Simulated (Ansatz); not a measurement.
bcc Cs, treated with HSE06-D3(BJ) (Ansatz, a program for electronic structure, plane waves, PAW).

Numerical settings: plane-wave cutoff 460 eV, 8×8×8 k mesh, Fermi–Dirac smearing 0.05 eV, scalar-relativistic PAW data made under PBE.

A third-order Birch–Murnaghan fit to the energies gives V0 = 109.946 Å³/atom, B0 = 2.26 GPa, B′ = 3.1.

| V (Å³/atom) | P (GPa) |
|---|---|
| 104.521 | [?] |
| 107.272 | [?] |
| 109.172 | 0.016 |
| 112.773 | -0.055 |
| 115.524 | [?] |

Question: Estimate the withheld pressures from this fit; the answers are the runs' own values.

Answer: 
- 104.521, P (GPa): 0.124
- 107.272, P (GPa): 0.058
- 115.524, P (GPa): -0.103

The formula P = (3/2) B0 (x^(7/3) − x^(5/3)) [1 + (3/4)(B′ − 4)(x^(2/3) − 1)] with x = V0/V meets the computed pressures within 0.01 GPa when these rounded values are put in.

Measured, for comparison: bulk modulus 2.11 GPa (corrected for temperature and zero-point phonon effects, our sources range from 2.11 to 2.35; as tabulated in Levämäki et al. (2014), arXiv:1402.3671); equilibrium volume per atom 110.12 Å³/atom (low-temperature or extrapolated to 0 K; zero-point anharmonic expansion removed; as tabulated in Csonka et al. (2009), arXiv:0903.4037). Computed (rounded) less measured: bulk modulus +7 % (inside the range of the sources held), equilibrium volume per atom -0.2 %.

Spin–orbit coupling is not included.

The computed numbers hold no vibrational or temperature effects.

Computing time: very roughly 18 core-minutes.
